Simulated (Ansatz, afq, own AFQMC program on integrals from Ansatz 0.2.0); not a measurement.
Two steps: Ansatz 0.2.0 writes the Fock matrix and Cholesky factors of the valence space, and afq projects on them the lowest state that overlaps trial and start.

```yaml
crystal:
  periodic: [false, false, false]
  atoms:
    - {symbol: Si, position_ang: [0.000000, 0.000000, 0.000000]}
    - {symbol: C, position_ang: [0.000000, 0.000000, 1.635786]}
basis:
  gaussian: {orbitals: 6-31G}
magnetization: {spin_polarized: false}
correlation: {method: ccsd_t, electrons: outside_noble_gas, hamiltonian_folder: ham}
```

```sh
$ ansatz run in.yaml --threads 1 --pin off --events-out ev --progress --plain --max-ram 1843MiB
```

Options of the walk:

```
--method phaseless --trial cisd --walkers 200 --populations 1 --least-time 40 --time-step 0.005 --steps-per-block 50 --equilibration-blocks 28 --max-blocks 300 --target-error 0.00034 --factor-cut 1e-05 --seed 1288 --release-times 0.24,0.51,0.99,1.62,2.4 --release-step 0.03 --release-every 4 --taylor-order 6
```

Times are imaginary, in 1/Eh. The walk had a cap of 269 s.

Log:

```
orbitals 16  electrons 4 4  factors 91 of 267
reference energy -326.45742468 Eh
CCSD correlation -0.19551891 Eh in 14 cycles, weight of the determinant in the CISD state 0.7124
energy of the start -326.652944 Eh
 block  time / (1/Eh)  mean weight  energy / Eh
     1     0.250  1.0000  -326.649869
     2     0.500  0.9998  -326.652995
     3     0.750  1.0002  -326.657914
     4     1.000  0.9997  -326.659402
     5     1.250  1.0003  -326.656558
     9     2.250  0.9994  -326.668743
    33     8.250  1.0003  -326.663292
    65    16.250  1.0004  -326.659680
    97    24.250  1.0011  -326.654463
   129    32.250  1.0002  -326.662138
   161    40.250  1.0004  -326.662626
   185    46.250  0.9995  -326.651006
   193    48.250  0.9996  -326.654323
   225    56.250  1.0008  -326.680914
   257    64.250  1.0004  -326.657492
   289    72.250  0.9995  -326.653309
   321    80.250  0.9994  -326.674331
blocks merged  error / Eh  count
     1  0.000400  300
     2  0.000491  150
     4  0.000606  75
     8  0.000702  37
    16  0.000712  18
    32  0.000810  9
released: time / (1/Eh)  energy / Eh  error  mean overlap
  0.24  -326.664366  0.000704  0.9976
  0.51  -326.665209  0.000753  0.9980
  0.99  -326.667352  0.000747  0.9999
  1.62  -326.668649  0.000800  0.9999
  2.40  -326.667490  0.001055  0.9949
energy -326.663209 +/- 0.000712 Eh
(rows thinned)
```

The run passed its tests (sampling time, drift between the halves within three errors, error under three times the target), which doesn't prove that it has relaxed.

Against this walk (error 19.4 meV) on the same determinant: CCSD(T) 177.5 meV lower, CCSDT(Q) 256.5 meV lower, CCSDTQ 218.0 meV lower, full CI 231.4 meV lower. The error is statistical and leaves out the bias of the constraint. Released to 2.40 1/Eh the energy lies 116 ± 35 meV (both errors) below the phaseless value, which shows part or all of the bias of the constraint, and full CI lies 115.0 meV below the released value. Full CI is exact here, so the walk's 231 meV above it is the walk's own error: the bias of the constraint with this trial. The determinant is a poor start (see the cautions), so the low cluster orders aren't to be relied on, and full CI is the sure value.

Cautions: constraint bias not in the error; error above the target (19.4 against 9.3 meV); another spin lies lower (by 136 meV); restricted determinant unstable towards unrestricted (UHF 2.10 eV lower, ⟨S²⟩ 2.11); the search met a lower determinant of the same kind, perhaps of another symmetry (158 meV lower), and this one is a saddle point; strong correlation (T1 0.091, weight of the determinant 0.71, largest double 0.21); (T) is large, 9 % of the CCSD correlation; (Q) is large, 101 meV, so the cluster series hasn't closed; the released energy hasn't reached full CI (115 meV above it at 2.40 1/Eh); CCSDTQ on the UHF determinant differs (137 meV lower), perhaps since the unrestricted series falls towards higher spin.

The walk took 76 s on 1 thread of Arm Neoverse V2, with other jobs on the host. The log's last line is the phaseless energy.

CCSDT and higher add their correlation energy to the determinant of the CCSD(T) run, since their own runs factorise the integrals more tightly (a shift of under 2 meV). A walk keeps the symmetry of its determinant, which the program's search chose and which needn't be the lowest solution, so a lower state of the same spin and another symmetry isn't excluded.
